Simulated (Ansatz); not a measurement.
Predict the output of the script below (the Ansatz DFT code, driven from Python).

`c4h7n.py`:
```python
# -*- coding: utf-8 -*-
"""One geometry of C4H7N, method by method."""

from pathlib import Path

import ansatz as az
import numpy as np
from rdkit import Chem
from rdkit.Chem import AllChem

# a force-field geometry from the SMILES
rd = Chem.AddHs(Chem.MolFromSmiles("C=NC1CC1"))
AllChem.EmbedMolecule(rd, randomSeed=757)
AllChem.UFFOptimizeMolecule(rd)
c4h7n = az.Crystal.molecule()
for atom, xyz in zip(rd.GetAtoms(), rd.GetConformer().GetPositions()):
    c4h7n = c4h7n.atom(atom.GetSymbol(), xyz.round(5).tolist())

setup = c4h7n.calculation().basis(gaussian="def2-SVP")

print("functional    E (Ha)        dipole (D)   HOMO (eV)  LUMO (eV)")
for name in ["cam_b3lyp", "b3lyp", "lc_wpbe", "pbe0", "r2scan0"]:
    rep = setup.functional(name).forces().orbitals().run(threads=1, pin="off", runs_dir="runs").report
    lines = Path(rep["orbitals_path"]).read_text().splitlines()
    field_of = lambda key: [line.split("=")[1].strip() for line in lines if line.startswith(key)]
    orbitals = [(27.211386 * float(e), s, float(n)) for e, s, n in zip(field_of("Ene="), field_of("Spin="), field_of("Occup="))]
    homo = max(e for e, _, n in orbitals if n > 0.5)
    lumo = min(e for e, _, n in orbitals if n < 0.5)
    dipole = 4.803205 * np.linalg.norm(rep["charge_distribution"]["dipole_moment_e_ang"])
    print(f"{name:10s} {rep['free_energy_ev'] / 27.211386246:14.6f} {dipole:9.3f} {homo:11.3f} {lumo:10.3f}")
```

```console
$ python c4h7n.py
functional    E (Ha)        dipole (D)   HOMO (eV)  LUMO (eV)
cam_b3lyp     -211.038172     1.522      -8.021      0.832
b3lyp         -211.161444     1.467      -6.388     -0.661
lc_wpbe       -211.027783     1.602      -9.389      2.039
pbe0          -210.908399     1.527      -6.646     -0.442
r2scan0       -211.004651     1.571      -6.842     -0.346
```

Notes:
- Total energies depend on the basis set; only differences at equal settings carry meaning.
- The geometry is a force-field or estimated start, not a minimum of this method, and the basis set is short of its limit. A lower total doesn't mark the better method: functionals have no common bound, and MP2 and coupled cluster aren't variational.
- b3lyp holds the VWN-RPA fit, as in Gaussian; the form of ORCA and Turbomole is b3lyp5.
- Levels such as HOMO and LUMO are orbital energies: with these approximate functionals they aren't the ionisation energy and electron affinity, and their gap isn't the fundamental gap.
- It ran for 28 s on 1 thread of Arm Neoverse V2, on a shared host, peak memory 0.35 GiB.
